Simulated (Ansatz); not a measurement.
Mulliken charges of ethanol from ωB97M-V/def2-TZVPP in Ansatz (PBE0-D4/def2-TZVP geometry).

```json
{"atom": "C1", "x (Å)": "-0.536", "y (Å)": "0.572", "z (Å)": "-0.468", "charge (e)": "-0.299"}
{"atom": "C2", "x (Å)": "0.307", "y (Å)": "-0.600", "z (Å)": "-0.015", "charge (e)": "0.009"}
{"atom": "O3", "x (Å)": "1.206", "y (Å)": "-0.261", "z (Å)": "1.022", "charge (e)": "-0.331"}
{"atom": "H4", "x (Å)": "-1.182", "y (Å)": "0.285", "z (Å)": "-1.303", "charge (e)": "0.090"}
{"atom": "H5", "x (Å)": "0.098", "y (Å)": "1.401", "z (Å)": "-0.789", "charge (e)": "0.110"}
{"atom": "H6", "x (Å)": "-1.182", "y (Å)": "0.928", "z (Å)": "0.341", "charge (e)": "0.083"}
{"atom": "H7", "x (Å)": "0.932", "y (Å)": "-0.957", "z (Å)": "-0.837", "charge (e)": "0.090"}
{"atom": "H8", "x (Å)": "-0.338", "y (Å)": "-1.438", "z (Å)": "0.286", "charge (e)": "0.080"}
{"atom": "H9", "x (Å)": "0.695", "y (Å)": "0.070", "z (Å)": "1.765", "charge (e)": "0.167"}
```

Task: By hand: the dipole of these point charges (1 e Å = 4.8032 D).

Result: Σ q r = (-0.257, -0.023, -0.132) e Å, of length 0.290 e Å = 1.39 D.

Task: How does the dipole of the full density compare? (Best estimate.)

Result: Ansatz gave: (-0.341, 0.048, 0.002) e Å, 1.65 D; the point charges give 0.84 times that, at 30° from its direction.

Point charges leave out the atoms' own dipoles, such as those of lone pairs, and Mulliken's split depends on the basis, so the two needn't agree.
